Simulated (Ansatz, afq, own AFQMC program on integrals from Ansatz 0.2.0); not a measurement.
# SiNH₃+ (doublet): quantum Monte Carlo beside coupled cluster, cc-pVTZ

Aim: compute SiNH₃+ (doublet) with auxiliary-field quantum Monte Carlo on the same integrals as coupled cluster, and set the energies side by side.

Program: Ansatz 0.2.0, Gaussian basis, and an in-house AFQMC program (afq) on its integrals; all values are calculated. Level of theory: cc-pVTZ, frozen cores. These are calculated values, not measurements.

The runs, in order: PBE (unrestricted); CCSD(T) on UHF; r2SCAN (unrestricted); PBE0 (unrestricted); B3LYP (unrestricted); wB97M-V (unrestricted); B2PLYP (unrestricted); Phaseless AFQMC, CISD trial on UHF.

### 1 What is computed

The geometry is a PBE0/def2-TZVP stationary point (not a proven minimum) of the parent state, kept for this charge and spin.

5 atoms, charge 1, spin multiplicity 2.

Atoms are counted from 1 here; the program's logs count them from 0.

Bond lengths: Si1–N2 1.593 Å, Si1–H3 1.490 Å, Si1–H4 1.477 Å, N2–H5 1.012 Å. Angles: N2–Si1–H3 129.4°, N2–Si1–H4 118.1°, H3–Si1–H4 112.5°, Si1–N2–H5 121.2°.

### 2 PBE (unrestricted)

File in.yaml:

```yaml
crystal:
  periodic: [false, false, false]
  atoms:
    - {symbol: Si, position_ang: [0.000000, -0.029760, 0.504488]}
    - {symbol: N, position_ang: [0.000000, 0.114205, -1.081764]}
    - {symbol: H, position_ang: [0.000000, -1.262006, 1.342706]}
    - {symbol: H, position_ang: [0.000000, 1.204545, 1.315030]}
    - {symbol: H, position_ang: [0.000000, -0.700331, -1.682342]}
basis:
  gaussian: {orbitals: cc-pVTZ}
total_charge: 1
magnetization: {spin_polarized: true, initial_magnetization: 1}
hamiltonian: {xc: {name: PBE}}
output: {orbitals: {seedname: orbitals}}
```

Started as:

```sh
> ansatz run in.yaml --threads 1 --pin off --events-out ev --progress --plain --max-ram 5632MiB --backend cpu
```

What it wrote:

```text
Functional definition: PBE
  name "PBE"
  cite "Perdew, Burke & Ernzerhof, Phys. Rev. Lett. 77, 3865 (1996) doi:10.1103/PhysRevLett.77.3865"
  parent pbe
  parameter kappa = 0.804
  parameter beta = 0.06672455060314922
  exchange = pbe_x(kappa = kappa, mu = beta*pi^2/3)
  correlation = pbe_c(beta = beta)
630 factors; their error is unknown
mean field evaluation 1: about -9368.8007 eV, gradient 8.4e1 eV
mean field evaluation 2: about -9175.6933 eV, gradient 1.4e2 eV
mean field evaluation 4: about -9391.5171 eV, gradient 3.7e1 eV
mean field evaluation 8: about -9400.2888 eV, gradient 2.1e-1 eV
mean field evaluation 16: about -9400.2607 eV, gradient 9.3e-4 eV
mean field evaluation 32: about -9399.8717 eV, gradient 4.0e-2 eV
mean field -9400.26072486 eV, -345.4532099132 hartree, gradient 4.6e-6 eV, S^2 0.758257; 4 other end points of the search recorded, 0 dependent functions left out
reference -9400.26075582 eV, -345.4532110507 hartree; 12, 11 occupied and 94, 95 virtual orbitals, 630 factors
Total energy: -9400.26075582 eV, -345.4532110507 hartree
```

Wall time 5.5 s (1 thread of AMD EPYC 7R13 (Zen 3), shared host); peak memory 2 GiB.

From the report: ⟨S²⟩ of the determinant 0.758 (pure doublet: 0.75).

### 3 CCSD(T) on UHF

in.yaml: that of step 2 with these lines changed.

```diff
@@ -12,3 +12,2 @@
 magnetization: {spin_polarized: true, initial_magnetization: 1}
-hamiltonian: {xc: {name: PBE}}
-output: {orbitals: {seedname: orbitals}}
+correlation: {method: ccsd_t, electrons: outside_noble_gas, hamiltonian_folder: ham}
```

Started as:

```sh
> ansatz run in.yaml --threads 1 --pin off --events-out ev --progress --plain --max-ram 16896MiB --backend cuda --devices 0, --max-vram 18GiB
```

What it wrote (excerpt; [...] marks lines left out):

```text
Functional definition: HF
  name "HF"
  cite "Fock, Z. Phys. 61, 126 (1930) doi:10.1007/BF01340294"
  parent pbe
[...]
612 factors; integrals over basis functions are off by at most 1.4e-3 eV
[...]
mean field -9382.77375628 eV, -344.8105756709 hartree, gradient 2.8e-6 eV, S^2 0.778899; 8 other end points of the search recorded, 0 dependent functions left out
determinant -9382.77375628 eV, -344.8105756709 hartree, with singles and doubles -9390.99676142 eV, -345.1127655361 hartree
determinant -9382.70465767 eV, -344.8080363437 hartree, with singles and doubles -9390.79938886 eV, -345.1055122282 hartree
determinant -9382.77375628 eV, -344.8105756709 hartree, with singles and doubles -9390.88532952 eV, -345.1086704892 hartree
determinant -9382.70465767 eV, -344.8080363437 hartree, with singles and doubles -9390.67621929 eV, -345.1009858301 hartree
6 core orbitals not correlated: weight in the atoms' cores, before any rotation towards them, 1.000 or more for the frozen orbitals, at most 0.000 for the correlated occupied ones
reference -9382.77375628 eV, -344.8105756709 hartree; 6, 5 occupied and 94, 95 virtual orbitals, 612 factors
second order -7.23929168 eV of doubles, -0.00000000 eV of singles
cycle   1  -8.11157408 eV  change   -8.4e-7 eV  update   2.2e-6
perturbative correction -0.28400154 eV, -0.0104368642 hartree
Total energy: -9391.16933191 eV, -345.1191073844 hartree
```

Run time: 8.5 s. Hardware: 1 × NVIDIA H100 80GB HBM3 with 1 thread of AMD EPYC 7R13 (Zen 3), shared host; peak host memory 2 GiB.

From the report: ⟨S²⟩ of the determinant 0.779 (pure doublet: 0.75); correlation -8.3956 eV; T1 0.024; largest double amplitude 0.05.

This run also writes the integrals to the folder ham.

### 4 r2SCAN (unrestricted)

in.yaml: that of step 3 with these lines changed.

```diff
@@ -12,2 +12,2 @@
 magnetization: {spin_polarized: true, initial_magnetization: 1}
-correlation: {method: ccsd_t, electrons: outside_noble_gas, hamiltonian_folder: ham}
+hamiltonian: {xc: {name: r2SCAN}}
```

Started as:

```sh
> ansatz run in.yaml --threads 1 --pin off --events-out ev --progress --plain --max-ram 5632MiB --backend cpu
```

What it wrote:

```text
Functional definition: r2SCAN
  name "r2SCAN"
  cite "Furness, Kaplan, Ning, Perdew & Sun, J. Phys. Chem. Lett. 11, 8208 (2020) doi:10.1021/acs.jpclett.0c02405"
  cite "Furness, Kaplan, Ning, Perdew & Sun, J. Phys. Chem. Lett. 11, 9248 (2020) doi:10.1021/acs.jpclett.0c03077"
  parent r2scan
  parameter k0 = 0.174
  parameter k1 = 0.065
  parameter a1 = 4.9479
  exchange = r2scan_x(k0 = k0, k1 = k1, a1 = a1)
  correlation = r2scan_c
630 factors; their error is unknown
mean field evaluation 1: about -9376.7942 eV, gradient 7.8e1 eV
mean field evaluation 2: about -9220.1841 eV, gradient 1.3e2 eV
mean field evaluation 4: about -9397.2818 eV, gradient 3.4e1 eV
mean field evaluation 8: about -9404.7357 eV, gradient 1.3e-1 eV
mean field evaluation 16: about -9404.7090 eV, gradient 7.0e-4 eV
mean field evaluation 32: about -9404.3921 eV, gradient 6.2e-3 eV
mean field -9404.70904802 eV, -345.6166827739 hartree, gradient 2.6e-6 eV, S^2 0.765103; 4 other end points of the search recorded, 0 dependent functions left out
reference -9404.70905881 eV, -345.6166831706 hartree; 12, 11 occupied and 94, 95 virtual orbitals, 630 factors
Total energy: -9404.70905881 eV, -345.6166831706 hartree
```

Run time: 13 s. Hardware: 1 thread of AMD EPYC 7R13 (Zen 3), shared host; peak memory 2 GiB.

From the report: ⟨S²⟩ of the determinant 0.765 (pure doublet: 0.75).

### 5 PBE0 (unrestricted)

in.yaml: that of step 4 with these lines changed.

```diff
@@ -12,2 +12,3 @@
 magnetization: {spin_polarized: true, initial_magnetization: 1}
-hamiltonian: {xc: {name: r2SCAN}}
+hamiltonian: {xc: {name: PBE0}}
+output: {orbitals: {seedname: orbitals}}
```

Same command.

What it wrote:

```text
Functional definition: PBE0
  name "PBE0"
  cite "Adamo & Barone, J. Chem. Phys. 110, 6158 (1999) doi:10.1063/1.478522"
  cite "Perdew, Burke & Ernzerhof, Phys. Rev. Lett. 77, 3865 (1996) doi:10.1103/PhysRevLett.77.3865"
  parent pbe
  parameter a = 0.25
  parameter kappa = 0.804
  parameter beta = 0.06672455060314922
  exchange = (1 - a)*pbe_x(kappa = kappa, mu = beta*pi^2/3) + a*exact_x
  correlation = pbe_c(beta = beta)
642 factors; their error is unknown
mean field evaluation 1: about -9375.8834 eV, gradient 7.3e1 eV
mean field evaluation 2: about -9256.3257 eV, gradient 1.2e2 eV
mean field evaluation 4: about -9398.2898 eV, gradient 2.1e1 eV
mean field evaluation 8: about -9401.0539 eV, gradient 1.4e-1 eV
mean field evaluation 16: about -9401.0833 eV, gradient 1.4e-3 eV
mean field evaluation 32: about -9400.8503 eV, gradient 5.6e0 eV
mean field -9401.08332464 eV, -345.4834398972 hartree, gradient 2.0e-6 eV, S^2 0.761526; 1 other end points of the search recorded, 0 dependent functions left out
reference -9401.08334799 eV, -345.4834407555 hartree; 12, 11 occupied and 94, 95 virtual orbitals, 642 factors
Total energy: -9401.08334799 eV, -345.4834407555 hartree
```

It took 4.4 s on 1 thread of AMD EPYC 7R13 (Zen 3), shared host; peak memory 2 GiB.

From the report: ⟨S²⟩ of the determinant 0.762 (pure doublet: 0.75).

### 6 B3LYP (unrestricted)

in.yaml: that of step 5 with these lines changed.

```diff
@@ -12,3 +12,2 @@
 magnetization: {spin_polarized: true, initial_magnetization: 1}
-hamiltonian: {xc: {name: PBE0}}
-output: {orbitals: {seedname: orbitals}}
+hamiltonian: {xc: {name: B3LYP}}
```

Same command.

What it wrote (excerpt; [...] marks lines left out):

```text
Functional definition: B3LYP
  name "B3LYP"
  cite "Stephens, Devlin, Chabalowski & Frisch, J. Phys. Chem. 98, 11623 (1994) doi:10.1021/j100096a001"
  cite "Becke, Phys. Rev. A 38, 3098 (1988) doi:10.1103/PhysRevA.38.3098"
  cite "Lee, Yang & Parr, Phys. Rev. B 37, 785 (1988) doi:10.1103/PhysRevB.37.785"
  cite "Vosko, Wilk & Nusair, Can. J. Phys. 58, 1200 (1980) doi:10.1139/p80-159"
[...]
639 factors; their error is unknown
[...]
mean field -9406.91296904 eV, -345.6976753777 hartree, gradient 2.1e-6 eV, S^2 0.759482; 1 other end points of the search recorded, 0 dependent functions left out
reference -9406.91316563 eV, -345.6976826022 hartree; 12, 11 occupied and 94, 95 virtual orbitals, 639 factors
Total energy: -9406.91316563 eV, -345.6976826022 hartree
```

It took 6.5 s on 1 thread of AMD EPYC 7R13 (Zen 3), shared host; peak memory 2 GiB.

From the report: ⟨S²⟩ of the determinant 0.759 (pure doublet: 0.75).

### 7 wB97M-V (unrestricted)

in.yaml: that of step 6 with these lines changed.

```diff
@@ -12,2 +12,3 @@
 magnetization: {spin_polarized: true, initial_magnetization: 1}
-hamiltonian: {xc: {name: B3LYP}}
+hamiltonian: {xc: {name: wB97M-V}}
+output: {orbitals: {seedname: orbitals}}
```

Launched as before.

What it wrote (excerpt; [...] marks lines left out):

```text
Functional definition: wB97M-V
  name "wB97M-V"
  cite "Mardirossian & Head-Gordon, J. Chem. Phys. 144, 214110 (2016) doi:10.1063/1.4952647"
  cite "Becke, J. Chem. Phys. 107, 8554 (1997) doi:10.1063/1.475007"
  cite "Vydrov & Van Voorhis, J. Chem. Phys. 133, 244103 (2010) doi:10.1063/1.3521275"
  # Of w^i u^j: cxij and so on, Table III.
[...]
  gx(w, u) = 1 - cx + cx01*u + cx10*w
  gss(w, u) = css00 + css04*u^4 + css10*w + css20*w^2 + css43*w^4*u^3
  gos(w, u) = cos00 + cos10*w + (cos20 + cos21*u)*w^2 + (cos60 + cos61*u)*w^6
[...]
      + integral(e_c_pw_mod_opposite_spin*gos(b97_w_opposite, b97_u_opposite)) + vv10(b, c)
639 factors; their error is unknown
142 factors; integrals over basis functions are off by at most 1.8e-5 eV
[...]
mean field -9404.94422968 eV, -345.6253255404 hartree, gradient 9.9e-6 eV, S^2 0.759467; 1 other end points of the search recorded, 0 dependent functions left out
reference -9404.94426674 eV, -345.6253269026 hartree; 12, 11 occupied and 94, 95 virtual orbitals, 639 factors
Total energy: -9404.94426674 eV, -345.6253269026 hartree
```

Wall time 18 s (1 thread of AMD EPYC 7R13 (Zen 3), shared host); peak memory 2 GiB.

From the report: ⟨S²⟩ of the determinant 0.759 (pure doublet: 0.75).

### 8 B2PLYP (unrestricted)

in.yaml: that of step 7 with these lines changed.

```diff
@@ -12,3 +12,3 @@
 magnetization: {spin_polarized: true, initial_magnetization: 1}
-hamiltonian: {xc: {name: wB97M-V}}
-output: {orbitals: {seedname: orbitals}}
+hamiltonian: {xc: {name: B2PLYP}}
+correlation: {electrons: outside_noble_gas}
```

Launched as before.

What it wrote (excerpt; [...] marks lines left out):

```text
Functional definition: B2PLYP
  name "B2PLYP"
  cite "Grimme, J. Chem. Phys. 124, 034108 (2006) doi:10.1063/1.2148954"
  cite "Becke, Phys. Rev. A 38, 3098 (1988) doi:10.1103/PhysRevA.38.3098"
  cite "Lee, Yang & Parr, Phys. Rev. B 37, 785 (1988) doi:10.1103/PhysRevB.37.785"
[...]
612 factors; integrals over basis functions are off by at most 1.4e-3 eV
[...]
mean field -9399.37449160 eV, -345.4206414416 hartree, gradient 9.8e-6 eV, S^2 0.764467; 5 other end points of the search recorded, 0 dependent functions left out
6 core orbitals not correlated: weight in the atoms' cores, before any rotation towards them, 1.000 or more for the frozen orbitals, at most 0.000 for the correlated occupied ones
reference -9399.37461660 eV, -345.4206460349 hartree; 6, 5 occupied and 94, 95 virtual orbitals, 612 factors
second order -8.98826034 eV of doubles, -0.00000000 eV of singles
Total energy: -9401.80144689 eV, -345.5098304032 hartree
```

It took 14 s on 1 thread of AMD EPYC 7R13 (Zen 3), shared host; peak memory 2 GiB.

From the report: ⟨S²⟩ of the determinant 0.764 (pure doublet: 0.75).

### 9 Phaseless AFQMC, CISD trial on UHF

It reads the integrals that the CCSD(T) run on this determinant wrote.

Started as:

```sh
> afq ham --method phaseless --trial cisd --walkers 400 --populations 10 --least-time 60 --time-step 0.005 --steps-per-block 50 --equilibration-blocks 28 --max-blocks 4000 --target-error 0.0002 --factor-cut 1e-05 --start spin_pure --seed 4166 --release-times 0.24,0.5,1,1.5 --release-step 0.02 --release-every 3 --taylor-order 6
```

What it wrote:

```text
orbitals 100  electrons 6 5  factors 608 of 612
reference energy -344.81057567 Eh
CCSD correlation -0.29809480 Eh in 15 cycles, weight of the determinant in the CISD state 0.8785
energy of the start -345.107497 Eh
 block  time / (1/Eh)  mean weight  energy / Eh
     1     0.250  0.9996  -345.106216
     2     0.500  1.0011  -345.110002
     3     0.750  0.9993  -345.113911
     4     1.000  0.9991  -345.114385
     5     1.250  0.9989  -345.115248
     6     1.500  0.9997  -345.119352
     7     1.750  1.0012  -345.115004
     8     2.000  0.9997  -345.116120
     9     2.250  0.9991  -345.120096
    10     2.500  1.0004  -345.118386
    11     2.750  1.0002  -345.118910
    21     5.250  1.0003  -345.118375
    31     7.750  1.0006  -345.119382
    41    10.250  1.0006  -345.119083
    51    12.750  1.0004  -345.127892
    61    15.250  1.0013  -345.117279
    71    17.750  0.9991  -345.118834
    81    20.250  0.9983  -345.118878
    91    22.750  1.0005  -345.119535
   101    25.250  0.9995  -345.116982
   111    27.750  0.9995  -345.118995
   121    30.250  1.0002  -345.122514
   131    32.750  1.0005  -345.122299
   141    35.250  0.9992  -345.125186
   151    37.750  0.9996  -345.118981
   161    40.250  1.0019  -345.120049
   171    42.750  1.0000  -345.120326
   181    45.250  1.0007  -345.120396
   191    47.750  0.9998  -345.119103
   201    50.250  1.0007  -345.123176
   211    52.750  1.0000  -345.119418
   221    55.250  0.9984  -345.117180
   231    57.750  0.9994  -345.121962
   241    60.250  0.9998  -345.118068
   251    62.750  1.0010  -345.120340
   261    65.250  0.9990  -345.119510
   271    67.750  0.9977  -345.119422
   281    70.250  1.0002  -345.119900
   291    72.750  1.0001  -345.119244
   301    75.250  0.9991  -345.120634
   311    77.750  1.0003  -345.119389
   321    80.250  0.9987  -345.120792
   331    82.750  1.0004  -345.117752
   341    85.250  0.9991  -345.119493
   351    87.750  1.0002  -345.119034
   361    90.250  0.9984  -345.124353
   371    92.750  1.0013  -345.129198
   381    95.250  0.9973  -345.118896
   391    97.750  0.9997  -345.121118
   401   100.250  0.9995  -345.119098
   411   102.750  1.0004  -345.120684
   421   105.250  1.0002  -345.119762
error from the spread of 10 populations
released: time / (1/Eh)  energy / Eh  error  mean overlap
  0.24  -345.120511  0.000149  1.0017
  0.50  -345.120849  0.000116  0.9985
  1.00  -345.121153  0.000237  0.9906
  1.50  -345.121134  0.000245  0.9907
energy -345.120566 +/- 0.000190 Eh
```

Run time: 2.9 min. Hardware: 1 × NVIDIA H100 80GB HBM3 with 2 threads of AMD EPYC 7R13 (Zen 3), shared host; peak host memory 2 GiB.

Energy -9391.2090 ± 0.0052 eV. Caveats: constraint bias not in the error.

### 10 All levels side by side

On the UHF determinant, counted from CCSD(T) (a yardstick, not exact):

| level | energy (eV) | from CCSD(T) (kcal/mol) | statistical error (kcal/mol) | time |
| --- | --- | --- | --- | --- |
| HF | -9382.7738 | +193.61 |  |  |
| MP2 | -9390.0130 | +26.66 |  |  |
| CCSD | -9390.8853 | +6.55 |  |  |
| CCSD(T) | -9391.1693 | 0.00 |  |  |
| Phaseless AFQMC, CISD trial, step 0.005, 400 walkers | -9391.2090 | -0.92 | 0.12 | 2.9 min |

The functionals' totals stand on their own zeros and serve differences with other points: PBE -9400.261 eV; r2SCAN -9404.709 eV; PBE0 -9401.083 eV; B3LYP -9406.913 eV; wB97M-V -9404.944 eV; B2PLYP -9401.801 eV.

### 11 Outcome

```
                                       quantity                  value
Phaseless AFQMC, CISD trial on UHF from CCSD(T)  -0.92 ± 0.12 kcal/mol
```

On UHF the phaseless walk with the CISD trial lies -0.92 kcal/mol from CCSD(T), 8 times its error bar. Error bars are statistical and leave out the constraint, the time step and what remains of the start.
